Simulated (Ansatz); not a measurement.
# C2F4: the cost of one run

Method: cc-pVTZ, core rule «outside noble gas», up to 6 orbitals frozen; program: Ansatz 0.2.0, Gaussian basis.

Plan: UHF; CCSD(T) on RHF; BCCD(T) on RHF; CISD; CASSCF and NEVPT2, 8 electrons in 8 orbitals.

16 further runs of the same task are left out: 3 that didn't finish, 13 set aside as unsound or not needed.

## (1) What is computed

The geometry is an MP2(full)/6-31G* stationary point (not a proven minimum).

6 atoms, charge 0, spin multiplicity 1.

Atoms are counted from 1 here; the program's logs count them from 0.

Bond lengths: C1–C2 1.326 Å, C1–F3 1.327 Å, C1–F4 1.327 Å, C2–F5 1.327 Å, C2–F6 1.327 Å. Angles: C2–C1–F3 123.0°, C2–C1–F4 123.0°, F3–C1–F4 114.0°, C1–C2–F5 123.0°, C1–C2–F6 123.0°, F5–C2–F6 114.0°.

## (2) UHF

File in.yaml:

```yaml
crystal:
  periodic: [false, false, false]
  atoms:
    - {symbol: C, position_ang: [0.000000, 0.000000, 0.663230]}
    - {symbol: C, position_ang: [0.000000, 0.000000, -0.663230]}
    - {symbol: F, position_ang: [0.000000, 1.112665, 1.385652]}
    - {symbol: F, position_ang: [0.000000, -1.112665, 1.385652]}
    - {symbol: F, position_ang: [0.000000, 1.112665, -1.385652]}
    - {symbol: F, position_ang: [0.000000, -1.112665, -1.385652]}
basis:
  gaussian: {orbitals: cc-pVTZ}
magnetization: {spin_polarized: true, initial_magnetization: 0}
hamiltonian: {xc: hf}
output: {orbitals: {seedname: orbitals}}
```

Run with:

```bash
$ ansatz run in.yaml --threads 1 --pin off --events-out ev --progress --plain --max-ram 4160MiB --backend cpu
```

What time and memory should one allow on 1 thread of AMD EPYC 7R13, shared host?

About 13 s, with a peak of 0.61 GiB.
